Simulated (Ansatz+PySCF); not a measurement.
# doublet C₃H₂N: levels of theory in one basis

| atom | x (Å) | y (Å) | z (Å) |
| --- | --- | --- | --- |
| C | 0.0000 | -0.0010 | -1.0967 |
| C | 0.0000 | 0.1855 | 0.1926 |
| C | 0.0000 | 0.0286 | 1.5186 |
| N | 0.0000 | -0.0447 | 2.7120 |
| H | 0.0000 | -1.0018 | -1.5307 |
| H | 0.0000 | 0.8334 | -1.7957 |

Basis set: cc-pVTZ (spherical functions). Frozen core: 4 orbitals. Correlation on ROHF uses semicanonical orbitals with singles. Charge 0, multiplicity 2.

Computed with Ansatz (development build ahead of 0.2.0) and PySCF 2.14.0; each method stands on the lowest determinant of its kind that the runs found.

| method | E − E(ROHF) (eV) | <S²> of the determinant |
| --- | --- | --- |
| ROHF | 0.00 | 0.75 |
| UHF | -0.87 | 1.46 |
| ROHF-MP2 | -17.52 | – |
| UHF-MP2 | -16.23 | 1.46 |

Task: What does ROHF-CCSD(T) give on the same scale?

Result: -18.86 eV.

Caution for ROHF, ROHF-MP2, ROHF-CCSD(T): an unrestricted determinant lies well below. Caution for UHF, UHF-MP2: the unrestricted determinant is spin contaminated. Caution for ROHF-MP2, UHF-MP2: forces differ strongly between restricted and unrestricted references.
